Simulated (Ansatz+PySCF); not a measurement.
The numbers below are computed, except where a source is named.
A run of PySCF 2.14.0 on singlet BN at this shape:

```xyz
2

B     0.0000    0.0000    0.0000
N     0.0000    0.0000    2.1700
```

Its results:

* Converged: yes
* Reference energy: -77.56529 hartree
* CCSD correlation energy: -0.19292 hartree
* Triples correction: -0.10507 hartree
* Total energy: -77.86328 hartree
* Spin squared of the determinant: 0.000

Question: Which input gives this output? Name the method, the orbitals and the basis set, and write the input.

Answer: RHF-CCSD(T) in STO-3G. An unrestricted run that stays on the closed shell gives the same numbers.

```python
from pyscf import gto, scf, cc

mol = gto.M(atom="""
B 0.000000 0.000000 0.000000
N 0.000000 0.000000 2.170000
""", basis='sto-3g', charge=0, spin=0)
mf = scf.RHF(mol)
mf.kernel()
mycc = cc.CCSD(mf, frozen=2).run()
et = mycc.ccsd_t()
print(mf.e_tot, mycc.e_corr, et, mycc.e_tot + et)
```

The reference isn't the lowest determinant (another lies 3.67 eV lower), but the same method gives a higher total on the lower determinant. Caution: large share of triples, a single reference is doubtful; another spin multiplicity may lie lower; an unrestricted determinant lies well below.
